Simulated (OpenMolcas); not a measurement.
**How basis sets differ on SiH (SMILES [SiH])**

SiH has 2 atoms, charge 0, and is taken as a doublet. SMILES: `[SiH]`. The coordinates come from a PBE0-D4/def2-TZVP relaxation.

```xyz
2

Si    0.0000    0.0000   -0.0076
H     0.0000    0.0000    1.5241
```

Quantity: the dipole moment, in D. The values are calculated.

```tsv
level	kind	program	value (D)
UMN15-L/STO-3G	meta-GGA	OpenMolcas	0.21
UMN15-L/3-21G	meta-GGA	OpenMolcas	0.51
UMN15-L/6-31G	meta-GGA	OpenMolcas	0.56
UMN15-L/6-31G* (spherical functions)	meta-GGA	OpenMolcas	0.43
UMN15-L/6-31G** (spherical functions)	meta-GGA	OpenMolcas	0.45
UMN15-L/6-311G**	meta-GGA	OpenMolcas	0.22
UMN15-L/6-311++G**	meta-GGA	OpenMolcas	0.27
UMN15-L/6-311++G(2d,2p)	meta-GGA	OpenMolcas	0.17
UMN15-L/6-311++G(3df,3pd)	meta-GGA	OpenMolcas	0.14
```

The values span 0.14 to 0.56 D. Magnitudes only. Sets without polarisation functions give poor dipoles.
